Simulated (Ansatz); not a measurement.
Ansatz (a first-principles code) input (B3LYP-D3(BJ)/def2-TZVP):

Ansatz 0.2 input:
```yaml
crystal:
  periodic: [false, false, false]
  atoms:
    - {symbol: Si, position_ang: [0.00496502, 0.00850107, 1.34016346]}
    - {symbol: Si, position_ang: [0.00217207, 0.00635951, -1.34515582]}
    - {symbol: H, position_ang: [0.00109849, 1.44182151, 1.60101201]}
    - {symbol: H, position_ang: [-1.23345907, -0.71034394, 1.60670415]}
    - {symbol: H, position_ang: [1.24747254, -0.70403883, 1.60287614]}
    - {symbol: H, position_ang: [-0.02598831, -1.42660448, -1.60551890]}
    - {symbol: H, position_ang: [-1.22418309, 0.74628214, -1.61032085]}
    - {symbol: H, position_ang: [1.25672641, 0.69669240, -1.60999599]}
basis:
  gaussian:
    orbitals: def2-TZVP
hamiltonian:
  xc: b3lyp
  dispersion: d3bj
total_charge: 1
magnetization: {spin_polarized: true, initial_magnetization: 1}
relax: {f_tol: 0.002, max_steps: 150}
```

Output:

```
Functional definition: B3LYP
integrals: 0.03 GiB planned
786 factors; their error is unknown
mean field: 0.41 GiB planned
mean field evaluation 1: about -15844.0384 eV, gradient 1.1e1 eV
mean field evaluation 2: about -15844.7601 eV, gradient 4.3e0 eV
mean field evaluation 4: about -15844.8496 eV, gradient 1.6e-1 eV
mean field evaluation 8: about -15844.9010 eV, gradient 1.4e-2 eV
mean field -15844.90100957 eV, -582.2893720420 hartree, gradient 1.1e-5 eV, S^2 0.752131; 0 other end points of the search recorded, 0 dependent functions left out
the calculation of the forces begins
reference -15844.90129624 eV, -582.2893825769 hartree; 17, 16 occupied and 93, 94 virtual orbitals, 786 factors
relax step   1: F+E_penalty+E_count = -15845.15913161 eV  Δ(F+E_penalty+E_count) = +0.000e0 eV  max|allowed force component| = 4.137e-1 eV/Å  Δτ_max = 0.0000 Å  (26 SCF iters, accepted)
these checks for a lower state are left out or cut short: starts, cluster_reference, orbital_swaps, neighbouring_geometries, increment
integrals: 0.03 GiB planned
786 factors; their error is unknown
mean field: 0.41 GiB planned
mean field evaluation 16: about -15844.8760 eV, gradient 6.0e-2 eV
mean field -15844.92672387 eV, -582.2903170250 hartree, gradient 1.8e-5 eV, S^2 0.752477; 0 other end points of the search recorded, 0 dependent functions left out
the calculation of the forces begins
reference -15844.92701011 eV, -582.2903275444 hartree; 17, 16 occupied and 93, 94 virtual orbitals, 786 factors
relax step   2: F+E_penalty+E_count = -15845.19606700 eV  Δ(F+E_penalty+E_count) = -3.694e-2 eV  max|allowed force component| = 1.712e-1 eV/Å  Δτ_max = 0.0720 Å  (27 SCF iters, accepted)
these checks for a lower state are left out or cut short: starts, cluster_reference, orbital_swaps, neighbouring_geometries, increment
integrals: 0.03 GiB planned
786 factors; their error is unknown
mean field: 0.41 GiB planned
mean field -15844.93916868 eV, -582.2907743636 hartree, gradient 6.7e-5 eV, S^2 0.752296; 0 other end points of the search recorded, 0 dependent functions left out
the calculation of the forces begins
reference -15844.93945598 eV, -582.2907849217 hartree; 17, 16 occupied and 93, 94 virtual orbitals, 786 factors
relax step   3: F+E_penalty+E_count = -15845.20524294 eV  Δ(F+E_penalty+E_count) = -9.176e-3 eV  max|allowed force component| = 5.809e-2 eV/Å  Δτ_max = 0.0339 Å  (27 SCF iters, accepted)
these checks for a lower state are left out or cut short: starts, cluster_reference, orbital_swaps, neighbouring_geometries, increment
integrals: 0.03 GiB planned
786 factors; their error is unknown
mean field: 0.41 GiB planned
mean field -15844.93674125 eV, -582.2906851570 hartree, gradient 6.6e-5 eV, S^2 0.752247; 0 other end points of the search recorded, 0 dependent functions left out
the calculation of the forces begins
reference -15844.93702952 eV, -582.2906957507 hartree; 17, 16 occupied and 93, 94 virtual orbitals, 786 factors
relax step   4: F+E_penalty+E_count = -15845.20595668 eV  Δ(F+E_penalty+E_count) = -7.137e-4 eV  max|allowed force component| = 2.247e-2 eV/Å  Δτ_max = 0.0193 Å  (27 SCF iters, accepted)
these checks for a lower state are left out or cut short: starts, cluster_reference, orbital_swaps, neighbouring_geometries, increment
integrals: 0.03 GiB planned
786 factors; their error is unknown
mean field: 0.41 GiB planned
mean field evaluation 32: about -15844.8870 eV, gradient 1.4e-1 eV
mean field -15844.93788348 eV, -582.2907271333 hartree, gradient 7.8e-6 eV, S^2 0.752259; 0 other end points of the search recorded, 0 dependent functions left out
the calculation of the forces begins
reference -15844.93817145 eV, -582.2907377160 hartree; 17, 16 occupied and 93, 94 virtual orbitals, 786 factors
relax step   5: F+E_penalty+E_count = -15845.20612154 eV  Δ(F+E_penalty+E_count) = -1.649e-4 eV  max|allowed force component| = 1.128e-3 eV/Å  Δτ_max = 0.0056 Å  (22 SCF iters, accepted)
integrals: 0.03 GiB planned
786 factors; their error is unknown
mean field: 0.41 GiB planned
mean field -15844.93788348 eV, -582.2907271333 hartree, gradient 7.9e-6 eV, S^2 0.752259; 1 other end points of the search recorded, 0 dependent functions left out
the calculation of the forces begins
reference -15844.93817145 eV, -582.2907377159 hartree; 17, 16 occupied and 93, 94 virtual orbitals, 786 factors
Total energy: -15845.20640951 eV, -582.3005952828 hartree
Atom 0 at     0.004756     0.009145     1.383938 Å, force     0.000047    -0.000002    -0.000296 eV/Å
Atom 1 at     0.002352     0.005549    -1.388997 Å, force     0.000048    -0.000022     0.000294 eV/Å
Atom 2 at     0.003986     1.466371     1.583352 Å, force     0.000503     0.000985    -0.000476 eV/Å
Atom 3 at    -1.256281    -0.719972     1.587509 Å, force    -0.001128    -0.000037    -0.000531 eV/Å
Atom 4 at     1.267275    -0.718222     1.584603 Å, force     0.000575    -0.000932    -0.000385 eV/Å
Atom 5 at    -0.023801    -1.451479    -1.588152 Å, force     0.000489    -0.000986     0.000434 eV/Å
Atom 6 at    -1.246319     0.756196    -1.590529 Å, force    -0.001127     0.000064     0.000558 eV/Å
Atom 7 at     1.276837     0.711081    -1.591960 Å, force     0.000593     0.000928     0.000404 eV/Å
Dipole moment:    -0.000011     0.000003     0.000000 e Å
```
